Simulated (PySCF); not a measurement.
## Working with the constants of LiAl

RHF-CCSD(T) constants of LiAl, ¹Σ⁺ (singlet), closed shell (basis Li 3-21G, Al 3-21G; no relativity; PySCF 2.14; masses 7.0160 and 26.9815 u):

| Item | Value |
| --- | --- |
| ωe | 269.3 cm⁻¹ |
| ωexe | 2.16 cm⁻¹ |
| Be | 0.34265 cm⁻¹ |
| αe | 0.00417 cm⁻¹ |
| D (centrifugal) | 2.22e-06 cm⁻¹ |
| De to Li + Al | 0.83 eV |

Task: Estimate the standard entropy (1 bar) and heat capacity of the ideal gas at 500 K, rigid rotor with B0 and harmonic oscillator at the fundamental.

Result: Translation (Sackur–Tetrode, M = 34.00 u): 163.6 J/(mol K). Rotation: q = kT/(σB0) = 1020 with σ = 1, 65.9. Vibration: x = hcν0/kT = 0.762, 10.77. S° = 240.3 J/(mol K); Cp = 7R/2 + 7.92 = 37.0 J/(mol K).

Correlated steps freeze 5 core orbitals. Where the molecule has an RHF reference, its open-shell atoms are computed with UHF. The CCSD T1 diagnostic is raised, a sign that a single reference may not be enough here. 3-21G is very small, so such numbers show the basis as much as the molecule.
